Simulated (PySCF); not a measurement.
SiNH$_{7}$O, singlet: at the end structure of a reaction step.

The script, run.py:

```python
import json, numpy as np
from pyscf import gto, scf, dft, mp, cc
EV, BOHR = 27.211386245988, 0.529177210903
mol = gto.M(atom="""
Si -0.645307 0.247617 -0.842780
N 0.377436 -0.590830 1.398174
H -0.898568 -1.211974 -0.907794
H -1.477769 0.927377 0.179139
H -1.152193 0.779320 -2.157084
H 1.149123 0.056702 1.499224
O 0.960397 0.697089 -0.866385
H -0.193652 -0.550038 2.232763
H 0.763976 -1.523554 1.325914
H 1.184446 1.165155 -1.672379
""", basis="def2-tzvpp", charge=0, spin=0, max_memory=8670, verbose=0)
def mean_field(mol, dm=None):
    mf = dft.RKS(mol, xc="b3lypg").density_fit()
    mf.conv_tol = 1e-9; mf.grids.level = 4
    mf.kernel(dm0=dm)
    if not mf.converged: mf = mf.newton().run(mf.mo_coeff, mf.mo_occ)
    assert mf.converged
    return mf
def d4(mol):
    from pyscf.dispersion.dftd4 import DFTD4Dispersion
    real = gto.M(atom=[(mol.atom_pure_symbol(i), mol.atom_coord(i)) for i in range(10)], unit='B', charge=mol.charge, spin=None, basis='def2-svp', verbose=0)
    r = DFTD4Dispersion(real, xc="b3lyp", atm=True).get_dispersion(grad=True); return r["energy"], r["gradient"]
def energy_and_gradient(mol, dm=None):
    mf = mean_field(mol, dm); e, g = d4(mol)
    return mf, (mf.e_tot + e) * EV, (mf.nuc_grad_method().kernel()[:10] + g) * EV / BOHR
out = {}
mf = mean_field(mol); e = d4(mol)[0]
out.update(energy=(mf.e_tot + e) * EV, converged=True, dispersion=e * EV)
out['s2'] = mf.spin_square()[0]; out['nelec'] = mol.nelec
print(f"Total energy {out['energy']:.6f} eV, <S^2> {out['s2']:.4f}")
json.dump(out, open("out.json", "w"), default=float)
```

Command:

```bash
OMP_NUM_THREADS=4 python run.py
```

It printed (PySCF 2.14):

```
Total energy -11532.849427 eV, <S^2> 0.0000
```

The run took 10 s on 4 CPU threads of an Arm Neoverse V1 (shared host), with 0.73 GiB of host memory at its peak.
